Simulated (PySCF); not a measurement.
Compound: nitrosomethane, CH3NO.
Numbering: `[CH3:1][N:2]=[O:3]` (hydrogens: H4, H5, H6 on C1)

Computed by this run: B3LYP/6-31+G* geometry optimisation, gas phase (PySCF 2.14.0); density fitting, grid level 1; the optimiser is geomeTRIC in internal coordinates, started from a GFN2-xTB structure.

Geometry at step 0:
```
atom  x, y, z in Å
C1     -0.4194    0.0427    0.0222
N2      0.8704   -0.5867    0.1255
O3      1.8313    0.0669   -0.2117
H4     -0.8606    0.0135    1.0194
H5     -1.0321   -0.5993   -0.6120
H6     -0.3864    1.0649   -0.3650
```

Q: What forces act on the atoms?

A: 
```csv
atom,Fx (eV/Å),Fy (eV/Å),Fz (eV/Å)
C1,-0.541,0.701,-0.204
N2,0.826,-1.022,0.290
O3,-0.144,0.384,-0.123
H4,-0.100,-0.026,0.211
H5,-0.127,-0.155,-0.122
H6,0.086,0.118,-0.052
```

The largest, 1.35 eV/Å, acts on N2; the rms over all components is 0.405 eV/Å. The forces sum to zero within rounding, as they must for an isolated molecule in no field.

Q: Give the force on N2 in Eh/bohr and in nN.

A: 1.346 eV/Å ÷ 51.422 = 0.02617 Eh/bohr, and 1.346 eV/Å × 1.602 = 2.16 nN.

Q: How far is this geometry from the end of the optimisation?

A: 0.036 eV above it, and 0.027 Å rms away after alignment. The bonds farthest from their final lengths, with half the difference of the two atoms' forces along the bond (positive lengthens):

```
 bond  now (Å)  final (Å)  force along bond (eV/Å)
C1–N2    1.439      1.482                    +1.01
C1–H4    1.091      1.097                    +0.11
C1–H5    1.091      1.097                    +0.11
```

The angle farthest from its final value is C1–N2–O3, 117.1° against 113.8°.

The cost below is that of the whole optimisation. The run took 3.4 s on Intel Xeon Platinum 8488C, one thread, no GPU, shared host, and the process peaked at 0.28 GiB of memory.
